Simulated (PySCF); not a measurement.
## A small calculation by hand: entropy of an ideal gas

CHO, SMILES O=[CH], multiplicity 2.

Geometry optimised at PBE0-D3(BJ)/def2-TZVPD. The isomer is the one that the SMILES or the coordinates give; other isomers of the formula were not compared.

PySCF with PBE0-D3(BJ)/def2-TZVPD gives the harmonic wavenumbers 1104, 1969, 2687 cm⁻¹ and the rotational temperatures 34.9243, 2.1703, 2.0433 K. The molar mass is 29.02 g/mol, the symmetry number 1, the spin multiplicity 2.

### Question
Work out the entropy at 298.15 K and 1 atm in the rigid-rotor, harmonic-oscillator model.

### Answer

Translation (Sackur–Tetrode at 1 atm): S = R[1.5 ln M + 2.5 ln T − 1.16487] = 150.8 J/(mol K).
Rotation: q = (√π/σ) T^1.5/√(θA θB θC) = 733, S = R[ln q + 3/2] = 67.3 J/(mol K).
Vibration: with u = 1.4388 ν/T, each mode gives R[u/(e^u − 1) − ln(1 − e^−u)]:
| ν (cm⁻¹) | modes | u | S (J/(mol K)) |
|---|---|---|---|
| 1104 | 1 | 5.33 | 0.26 |
| 1969 | 1 | 9.50 | 0.01 |
The stiffer modes add less than 0.005 each. Sum 0.3 J/(mol K).
Spin: R ln 2 = 5.8 J/(mol K).
Total 224.1 J/(mol K); the program's own thermochemistry gives 224.1. Translation makes up 67 % and vibration 0 %. Anharmonicity, hindered rotation and orbital degeneracy are left out.
